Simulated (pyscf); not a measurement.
**Routes from O=Ge: (SMILES [O]=[Ge]) [singlet] + HCl (SMILES Cl)**

Candidate steps break at most two bonds and form at most two. Each was searched with GFN2-xTB (tblite) first. Structures and frequencies: ωB97X-D3(BJ)/def2-SVP in PySCF. MP2 and CC: frozen core, UHF for open shells. ΔMP2 is the change of the MP2 total energy from the triple- to the quadruple-zeta basis. Energies: CCSD(T)/def2-TZVPP + ΔMP2(QZVPP), kcal/mol, from the separated reactants, singlet surface; ΔG‡ with ideal gas, 1 atm, RRHO with modes under 100 cm⁻¹ raised to 100, one conformer, R ln 2 for chiral ones without a mode under 150 cm⁻¹.

```tsv
products	type	ΔE‡	ΔE	ΔG‡ 298 K	ΔG‡ 900 K	ν‡ (cm⁻¹)
HO–Ge:–Cl [singlet]	addition across a multiple bond or ene-type step	0.5	-42.0	7.9	25.8	581i
O=GeH–Cl	insertion	42.9	-0.5	49.7	66.7	1335i
```

Row 1: On the reactant side the descent ends in a complex, 7.2 kcal/mol under the separated species and 2.4 kcal/mol under the saddle at ωB97X-D3(BJ)/def2-TZVP. 

Plain bond fissions and candidates not yet searched are not listed, and one of them may be faster. Each barrier is that of the saddle found; lower ones may exist. The CCSD(T) − MP2 part came from Ansatz, without density fitting, on the same reference. The frozen core leaves the outer d or s,p core shells of the metals and heavy elements correlated in the MP2 and CC values, and def2-TZVPP describes them poorly, which can shift differences by a few kcal/mol. Elements up to Kr have no core potential and no relativistic terms here.
